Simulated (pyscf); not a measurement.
Structures and frequencies: ωB97X-D3(BJ)/def2-SVP in PySCF. Correlated levels are frozen-core, on RHF or UHF. ΔMP2 is the change of the MP2 total energy from the triple- to the quadruple-zeta basis.

List the bond dissociation enthalpies at 298 K of H₂P–GeH₃ from CCSD(T)/def2-TZVPP + ΔMP2(QZVPP), from the weakest bond up.

Ge–P to PH₂• + GeH₃•: 65.8 kcal/mol; H–P to •HP–GeH₃ + H•: 81.5 kcal/mol; Ge–H to H₂P–GeH₂• + H•: 83.1 kcal/mol. Ring and multiple bonds, and those that leave no two simple radicals, are not listed. Other isomers of •HP–GeH₃, H₂P–GeH₂• were not searched in full and may lie lower. The CCSD(T) − MP2 part came from Ansatz, without density fitting, on the same reference. The frozen core leaves the outer d or s,p core shells of the metals and heavy elements correlated in the MP2 and CC values, and def2-TZVPP describes them poorly, which can shift differences by a few kcal/mol. Elements up to Kr have no core potential and no relativistic terms here.
